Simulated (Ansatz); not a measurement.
## How methods differ on SiHCl (SMILES [SiH]Cl)

SiHCl has 3 atoms, charge 0, and is taken as a singlet. SMILES: `[SiH]Cl`. Geometry: optimised at r2SCAN/def2-SVP.

```xyz
3

Si   -0.5521    0.5718   -0.2359
Cl    1.2896    0.3590    0.7447
H    -0.7375   -0.9307   -0.5088
```

Quantity: the adiabatic ionisation energy (to the doublet cation, shapes relaxed at r2SCAN/def2-SVP, no zero-point term), in eV. The values are calculated.

```tsv
level	kind	program	value (eV)	CPU time (all runs)
SVWN5/def2-TZVPP	LDA	Ansatz	9.07	1 s
BLYP/def2-TZVPP	GGA	Ansatz	8.90	1.8 s
PBE/def2-TZVPP	GGA	Ansatz	8.94	1.6 s
r2SCAN/def2-TZVPP	meta-GGA	Ansatz	8.87	3.8 s
B3LYP/def2-TZVPP	global hybrid	Ansatz	9.09	2.3 s
PBE0-D4/def2-TZVPP	global hybrid	Ansatz	8.99	2.1 s
CAM-B3LYP/def2-TZVPP	range-separated hybrid	Ansatz	9.09	3 s
wB97M-V/def2-TZVPP	range-separated hybrid	Ansatz	9.11	6.3 s
```

The values span 8.87 to 9.11 eV. Times are those of the runs behind each value, whatever else they computed, on shared processors of several kinds: orders of magnitude only.
